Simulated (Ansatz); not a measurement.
We consider litharge PbO, described by PBE in Ansatz (plane waves, PAW).

Total energies, extrapolated to zero smearing (they compare only within this program, potentials and cutoff; free atoms with spin allowed, lowest state found):

```json
[
 {"system": "litharge PbO, relaxed", "energy (eV/atom)": "-6236.7898"},
 {"system": "free Pb atom", "energy (eV/atom)": "-11903.4682"},
 {"system": "free O atom", "energy (eV/atom)": "-561.8508"}
]
```

Q: Work out the cohesive energy per atom.

A: E_coh = [1 × (-11903.4682) + 1 × (-561.8508)]/2 − (-6236.7898) = 4.13 eV/atom. The reference value is 3.45 ± 0.03 eV/atom (worked out here from tabulated enthalpies at 298 K, copied from a table, unchecked, brought to a static lattice with a Debye model, atoms in their spin–orbit ground levels; inputs from the CRC Handbook), not set against a level without spin–orbit coupling.

Spin–orbit coupling is left out; its size isn't shown.

The PAW data were made under PBE.

Note: for a layered or molecular solid the relaxed cell lies over 5 % above the published volume, where the minimum can be shallow. Note: the cell comes from a level without a dispersion term, which matters for the spacing of layers, chains or molecules.

Ansatz is a quantum-chemistry and plane-wave program.
